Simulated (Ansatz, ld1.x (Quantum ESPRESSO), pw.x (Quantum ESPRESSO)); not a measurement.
Equation-of-state test of one RRKJ potential (Si)

silicon (Si), norm-conserving RRKJ (Kleinman–Bylander form), made with ld1.x (Quantum ESPRESSO) 7.5 (LDA (PW92), scalar-relativistic). Core [Ne], reference 3s2 3p2. Waves: 3s (bound): rc 1.50 bohr; 3p (bound): rc 1.65 bohr. Local part: the p channel. Core correction: a·sin(br)/r model core inside 1.35 bohr. rho0 = 0.005.

Crystal test: diamond Si in pw.x 7.5, no spin, 9³ k-points, Fermi–Dirac smearing 0.01 Ry, cutoffs 50/200 Ry. The reference is all-electron LAPW (Ansatz 0.2.0) with the same functional, mesh and smearing; V0 and B0 come from Birch–Murnaghan fits to the pressures at five volumes. Errors are pseudo minus all-electron; Δ is the rms difference of the E(V) curves that follow from these fits, minima aligned, over ±6 % about the mean V0. Mesh and smearing are coarse, so the numbers serve the comparison and aren't converged zero-temperature values; the lattice is a test structure that the element need not adopt.

All-electron: a0 = 5.400 Å (V0 = 19.69 Å³/atom), B0 = 96.2 GPa.

Problem. How far does the potential miss the all-electron equation of state?

Solution. mean pressure error (GPa): +4.56; a0 (Å): 5.484; a0 error (%): +1.54; B0 error (%): -6.7; Δ (meV/atom): 18.8. This is a poor potential for the solid.

```tsv
V (Å³/atom)	P all-electron (GPa)	P pseudo (GPa)
18.709	5.46	10.68
19.202	2.53	7.39
19.694	-0.03	4.50
20.186	-2.29	1.95
20.679	-4.26	-0.29
```

Problem. At the middle volume, how do free energy and pressure move when the wave cutoff is lowered (ecutrho kept at four times it)?

Solution.

```tsv
cutoff (Ry)	shift of F (meV/atom)	shift of P (GPa)
22	+40.3	+0.08
30	+19.7	-0.41
40	+2.1	-0.15
```

The run at the middle volume (35 k-points, 7 iterations) took about 8.3 s on one core of a shared host (Neoverse-V1, 32 threads, 247 GiB, load 11).
